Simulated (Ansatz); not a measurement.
**The cluster Cu2F+: structure and electronic state**

Aim: characterise the cluster Cu2F+ as a singlet: its structure, frontier levels and distribution of charge.

Computed with Ansatz 0.2.0, Gaussian basis. Level: RKS PBE0-D4/def2-TZVP.

Levels to be run: relaxation at PBE-D4/def2-TZVP; a single point at PBE0-D4/def2-TZVP; harmonic vibrations at PBE-D4/def2-TZVP.

1 further run of the same task is left out (set aside as unsound or not needed). Runs told in other sessions of the task aren't counted.

**1. The system as given**

3 atoms, charge 1, spin multiplicity 1.

Atoms are counted from 1 here; the program's logs count them from 0.

Bond lengths: Cu1–F3 1.900 Å, Cu2–F3 1.902 Å. Angles: Cu1–F3–Cu2 179.3°.

As a file:

```tsv
atom	x (Å)	y (Å)	z (Å)
Cu1	0.5475	1.5092	-1.0167
Cu2	-0.5547	-1.5083	1.0154
F3	0.0073	-0.0010	0.0014
```

No spin-orbit coupling is included. The ion is computed in the gas phase, without counter-ions or solvent.

The start is a GFN1-xTB geometry.

**2. Optimising with PBE-D4/def2-TZVP**

in.yaml reads:

```yaml
crystal:
  periodic: [false, false, false]
  atoms:
    - {symbol: Cu, position_ang: [0.547480, 1.509250, -1.016740]}
    - {symbol: Cu, position_ang: [-0.554750, -1.508290, 1.015380]}
    - {symbol: F, position_ang: [0.007260, -0.000960, 0.001350]}
basis:
  gaussian: {orbitals: def2-TZVP}
total_charge: 1
hamiltonian: {xc: pbe, dispersion: d4}
scf: {lower_state_search: "off"}
output: {orbitals: {seedname: orbitals}}
relax: {f_tol: 0.02, max_steps: 100}
```

Started as:

```bash
$ ansatz run in.yaml --threads 4 --pin off --events-out ev --progress --plain --max-ram 3916MiB
```

Further steps of the session: Single point, PBE0-D4/def2-TZVP; Vibrations by finite differences.

**Question.** What will the summary of the whole plan be? Wanted: point group; commonest bond; HOMO, LUMO at PBE0-D4/def2-TZVP; lowest, highest wavenumber.

As calculated:

| quantity | value |
| --- | --- |
| point group | D∞h |
| commonest bond | Cu–F, 2 of mean length 1.868 Å |
| HOMO, LUMO at PBE0-D4/def2-TZVP | -12.36, -7.55 eV |
| lowest, highest wavenumber | 34, 558 cm⁻¹ |

In words: The molecule keeps its bonding pattern by the stored test; the atoms moved 0.03 Å (rms). All wavenumbers are real: a minimum at this level. Whether this spin is the lowest isn't tested here.
